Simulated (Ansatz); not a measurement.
A nudged elastic band was laid between two geometries of H3OSi (5 atoms, charge 0, multiplicity 2).

Computed with Ansatz 0.2.0, UKS B3LYP-D4/def2-SVP.

```yaml
movable_images: 7
climbing_image: yes
spring: 5.0 eV/Å²
optimiser: quadratic models (default)
start_path: through a guess of the saddle point
force_threshold: 0.05 eV/Å
iteration_limit: 60
end_points: relaxed
```

Image 0:

```xyz
5
Properties=species:S:1:pos:R:3
O 0.604 -0.456 0.853
Si 0.059 0.330 -0.523
H 0.705 -1.414 0.793
H -1.261 -0.223 -0.994
H -0.107 1.762 -0.130
```

Image 8:

```xyz
5
Properties=species:S:1:pos:R:3
O 0.820 -0.479 0.633
Si -0.481 0.391 0.035
H 0.663 -1.410 0.834
H -1.056 -0.247 -1.202
H 0.055 1.745 -0.299
```

Task: What changes between the two ends?

Result: No bond is made or broken. The height of Si2 over the plane of its neighbours goes from 0.53 to -0.53 Å. The two ends are copies of one structure, up to a mirror image or an exchange of like atoms.

Task: Give the energies along the band, and the barrier.

Result: It converged. The highest image is number 4 of 0 to 8, 0.55 eV above the ends, which have the same energy within 2 meV. A vibrational analysis at the climbing image gives one clearly imaginary mode, 908i cm⁻¹: a first-order saddle point.

```csv
image,path coordinate (Å),energy (eV),height of Si2 over the plane of its neighbours (Å)
0,0.00,0.00,0.53
1,0.26,0.02,0.52
2,0.52,0.05,0.50
3,0.79,0.24,0.30
4,1.05,0.55,0.01
5,1.40,0.16,-0.38
6,1.75,0.09,-0.49
7,2.10,0.04,-0.52
8,2.46,0.00,-0.53
```

Task: What is the geometry of the highest image?

Result: 
```xyz
5
Properties=species:S:1:pos:R:3
O 0.307 -0.665 0.963
Si -0.292 0.339 -0.233
H 1.079 -1.193 0.722
H -1.305 -0.203 -1.155
H 0.212 1.721 -0.297
```

Task: What are the harmonic wavenumbers there?

Result: 908i, 202, 663, 793, 891, 955, 2289, 2331, 3840 cm⁻¹.

Run time: 3.1 min on 1 thread of AMD EPYC 7R43 64-Core Processor (Zen 3) (shared host), peak memory 0.12 GiB.
